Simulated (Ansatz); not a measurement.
Saddle point of SiH$_{5}$, doublet (SiH₃ + H₂ → SiH₄ + H; bonds formed: H1–Si3; bonds broken: H1–H2), PBE0-D4/def2-TZVP structure:

H1  (0.484, -0.121, -0.924)
H2  (1.096, -0.276, -2.093)
Si3  (-0.229, 0.058, 0.437)
H4  (-1.484, -0.736, 0.430)
H5  (-0.538, 1.497, 0.633)
H6  (0.670, -0.422, 1.518)
(Å)

Energies are electronic, without zero-point energy. Barriers and step energies count from the start structure reached by relaxing down the imaginary mode; all methods use the PBE0-D4 structures, on which another method's saddle can fall below an end. Ansatz 0.2.0; basis: def2-TZVPP, with def2-QZVPP for the basis limit; cores frozen in the correlated methods; orbitals are unrestricted. B3LYP uses VWN-RPA correlation. Extrapolation: Hartree–Fock as exp(−7.88 √X), correlation as X^−2.97.

| method | barrier (kJ/mol) | step energy (kJ/mol) |
| --- | --- | --- |
| SPW92 | 37.4 | 53.9 |
| PBE-D4 | 60.1 | 57.6 |
| BLYP-D4 | 64.2 | 66.4 |
| r2SCAN-D4 | 62.4 | 64.6 |
| B97M-V | 61.5 | 53.9 |
| PBE0-D4 | 62.4 | 53.2 |
| B3LYP-D4 | 65.9 | 62.5 |
| r2SCAN0-D4 | ? | 61.9 |
| BHLYP-D4 | ? | 54.3 |
| CAM-B3LYP-D4 | 63.0 | 55.4 |
| wB97X-V | 65.5 | 45.3 |
| wB97M-V | 68.0 | 47.9 |
| B2PLYP | 69.3 | 55.2 |
| PBE-QIDH | ? | 47.3 |
| RPA on PBE | 82.0 | 58.3 |
| HF | 74.9 | 30.4 |
| MP2 | 72.9 | 44.2 |
| CCSD | 77.6 | 55.0 |
| CCSD(T) | 75.6 | 54.3 |

Fill in the withheld barriers. (An estimate is asked for; the value comes from the calculation.)

Computed: BHLYP-D4 66.0; r2SCAN0-D4 63.3; PBE-QIDH 66.8 kJ/mol. Each is the energy of the saddle less that of the start structure, by the same method.

For comparison, the barrier by CCSD(T) at an estimated basis limit (MP2 extrapolated from triple and quadruple zeta, plus CCSD(T) − MP2 in triple zeta) is 73.2 kJ/mol.

No T1 diagnostic of these runs exceeds 0.015. ⟨S²⟩ of the unrestricted Hartree–Fock references: 0.75 to 0.76 (a pure state has 0.75). The start structure is not quite a true minimum (one mode of 27i cm⁻¹).

Radical steps of this kind take place in plasma deposition and etching.

For scale, one of the runs: CCSD(T)/def2-TZVPP, 112 basis functions (an equivalent command: `ansatz run in.yaml --threads 2`). Time: 4.6 s of wall clock on 2 CPU threads; the host was shared. Peak host memory: 0.8 GiB.
